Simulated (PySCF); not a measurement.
Dithiane, C4H8S2.
Geometry (GFN2-xTB, Å), atoms numbered from 1 in this order:
```
atom  x, y, z in Å
C1     0.5958   -0.8041   -0.4253
C2    -0.7877   -0.7133    0.2248
C3    -1.4916    0.6105   -0.0397
S4    -0.6190    1.9909    0.7868
S5     1.1125    1.9105   -0.2835
C6     1.5934    0.1966    0.1415
H7     0.5027   -0.6416   -1.5023
H8     0.9921   -1.8109   -0.2701
H9    -0.6920   -0.8548    1.3044
H10   -1.4132   -1.5204   -0.1654
H11   -1.5428    0.8364   -1.1049
H12   -2.4949    0.6124    0.3827
H13    1.6643    0.1281    1.2271
H14    2.5797    0.0592   -0.2982
```

Method: TDDFT CAM-B3LYP/def2-SVPD, vertical, gas phase, core orbitals frozen in the response in PySCF 2.14.0, density-fitted response routines.

Ground-to-excited transition dipoles (e·a0, same axes as the geometry; the sign carries no meaning), for the states with f of 0.002 or more among the lowest 8:

```csv
state,E (eV),μx,μy,μz
S1,4.384,0.144,0.010,-0.221
S4,6.217,-0.050,0.046,-0.304
S5,6.281,0.052,0.413,0.054
S6,6.676,-0.075,0.055,-0.354
S7,6.712,0.163,0.035,-0.430
S8,7.061,0.368,-0.004,-0.329
```

Question: What oscillator strength does each state have?

Answer: f = (2/3) ΔE |μ|² with ΔE in hartree (27.2114 eV).

| state | \|μ\|² (au) | \|μ\| (D) | f |
| --- | --- | --- | --- |
| S1 | 0.070 | 0.67 | 0.007 |
| S4 | 0.097 | 0.79 | 0.015 |
| S5 | 0.177 | 1.07 | 0.027 |
| S6 | 0.134 | 0.93 | 0.022 |
| S7 | 0.212 | 1.17 | 0.035 |
| S8 | 0.244 | 1.26 | 0.042 |

Question: The point group is C2. Which irreducible representation does each state belong to?

Answer: From a totally symmetric ground state, an allowed state transforms like the component of the dipole operator along its μ. Polarised along the twofold axis, so A: S5. Polarised across the twofold axis, so B: S1, S4, S6, S7 and S8.

Question: Which bond between heavy atoms lies closest to the direction of the S8 transition dipole?

Answer: S4–S5, at 10° from it; next C1–C2 at 17°.

Question: What angle do the transition dipoles of S6 and S8 make?

Answer: |cos θ| = |μa·μb| / (|μa| |μb|) = 0.49, so θ ≈ 61° (taken between 0 and 90°, since the signs are arbitrary).

Question: How is the summed strength of these states shared among x, y and z?

Answer: (2/3) Σ ΔE μα² gives 0.032 for x, 0.027 for y and 0.089 for z, 0.148 in all.

Question: What peak molar absorption coefficient would the strongest computed level give as a lone Gaussian band 0.3 eV wide at half height?

Answer: ε(max) = 2.175×10⁸ f / FWHM, with the width in cm⁻¹. S8: 2.175×10⁸ × 0.0422 / 2420 ≈ 3800 L mol⁻¹ cm⁻¹.

One conformer stands for the species.
